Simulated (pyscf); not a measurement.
A first-order saddle from PySCF, ωB97X-D3(BJ)/def2-SVP:

```xyz
5

Cl    -0.0200     0.9453     0.1185
Ge    -1.5574    -0.8179     1.1316
Cl    -0.6022    -2.5394     0.1855
H     -1.3119     0.4003    -0.4375
H     -2.2206    -0.2210    -0.3588
```

Surface: singlet, charge 0. Lowest wavenumbers (cm⁻¹): 1061i, 113, 291, 420, 507.

Which two sides does it connect, and which bonds change?

Cl–Ge:–Cl (SMILES [Cl][Ge][Cl]) [singlet] + H₂ (SMILES [H][H]) <-> HCl (SMILES Cl) + Cl–GeH: (SMILES [Cl][GeH]) [singlet], a four-centre exchange read from left to right: Cl–Ge, H–H broken and Cl–H, Ge–H formed. At ωB97M-D3(BJ)/def2-TZVP it lies +30.5 kcal/mol from the left side and +2.0 kcal/mol from the right (each side as separated species at their lowest minima found). On the product side the descent ends in a bound adduct, 8.1 kcal/mol under the separated species and 8.2 kcal/mol under the saddle at ωB97X-D3(BJ)/def2-TZVP. This is the saddle that the search found; another between the same sides may lie lower. Elements up to Kr have no core potential and no relativistic terms here.
